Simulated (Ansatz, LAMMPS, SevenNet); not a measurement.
Ladder of methods for the elastic constant C44 of rutile TiO2

Reference value: 124 GPa (measured, room temperature, not corrected to a static lattice; as tabulated in Elasticity of TiO2 rutile to 1800 K).

Q: Put these levels in order of the elastic constant C44 that they give for rutile TiO2, smallest first: HSE06 (Ansatz, a first-principles code), LDA (Ansatz), PBE (Ansatz), SevenNet-0 (SevenNet), ionic model catlow1992 (shell model, LAMMPS).

A: ionic model catlow1992 (40.1 GPa), SevenNet-0 (91.4 GPa), PBE (115 GPa), LDA (125 GPa), HSE06 (133 GPa)

Unless a cell is named, each level is at its own relaxed cell (ionic model catlow1992 11.04, SevenNet-0 10.70, LDA 10.06, PBE 10.65, HSE06 10.30 Å³/atom).

Differences against the reference: ionic model catlow1992 -68 %, SevenNet-0 -26 %, LDA +0.8 %, PBE -7.3 %, HSE06 +7.3 %.

The reference has no zero-point or thermal correction, while the calculations are for a static lattice, so the differences are not the levels' errors alone. A static lattice is as a rule stiffer than a warm one, by over a tenth in soft solids.  Each level is taken at its own relaxed cell. Ansatz's density-functional and Hartree–Fock values are scalar-relativistic unless marked +SOC, with PAW data made under PBE.

Empirical potentials (ionic model catlow1992) are fitted to chosen data, which need not cover the solid at hand: agreement can be built in, and what lay outside the fit can be far off. Machine-learned potentials (SevenNet-0) are trained on DFT data, which may include these solids.

Differences are worked out from the printed values.
